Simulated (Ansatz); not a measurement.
**Worked example: O–Al–OH, triplet against O–Al–OH, singlet**

Geometry (PBE0/def2-TZVP stationary point of a singlet), kept for both states (O–Al–OH, singlet: Σ⁺; O–Al–OH, triplet: Π):

```xyz
4

O     0.0000    0.0000   -2.2486
Al    0.0000    0.0000   -0.6530
O     0.0000    0.0000    0.9779
H     0.0000    0.0000    1.9238
```

Basis cc-pVTZ; Ansatz 0.2.0. Only valence electrons are correlated (noble-gas cores frozen). R marks a restricted (for open shells ROHF) determinant, U an unrestricted one.

Full CI isn't at hand for all of this; UCCSDT(Q) serves as the reference, and is uncertain by about the last step of the cluster series.

| level | E(O–Al–OH, singlet) (hartree) | E(O–Al–OH, triplet) (hartree) |
| --- | --- | --- |
| UHF | -392.316676 | -392.258119 |
| UMP2 | -392.881108 | -392.746640 |
| UCCSD(T) | -392.897539 | -392.778992 |
| PBE | -393.290548 | -393.174279 |
| r2SCAN | -393.484010 | -393.375164 |
| UCCSDT(Q) | -392.899621 | -392.780567 |

Task: Give the vertical gap, O–Al–OH triplet less O–Al–OH singlet, at each level in eV (1 hartree = 27.2114 eV), and each error against UCCSDT(Q).

Result: UCCSDT(Q): (-392.780567 − (-392.899621)) × 27.2114 = 3.240 eV (the reference)
r2SCAN: (-393.375164 − (-393.484010)) × 27.2114 = 2.962 eV, error -0.278 eV
PBE: (-393.174279 − (-393.290548)) × 27.2114 = 3.164 eV, error -0.076 eV
UCCSD(T): (-392.778992 − (-392.897539)) × 27.2114 = 3.226 eV, error -0.014 eV
UMP2: (-392.746640 − (-392.881108)) × 27.2114 = 3.659 eV, error 0.419 eV
UHF: (-392.258119 − (-392.316676)) × 27.2114 = 1.593 eV, error -1.647 eV

Total energies of functionals can't be set beside those of wave-function methods, since they hold the core's correlation and their own absolute errors; only the differences compare.

Each level lands on the state that its own search finds. T1 diagnostics of restricted CCSD: 0.023 and 0.019.
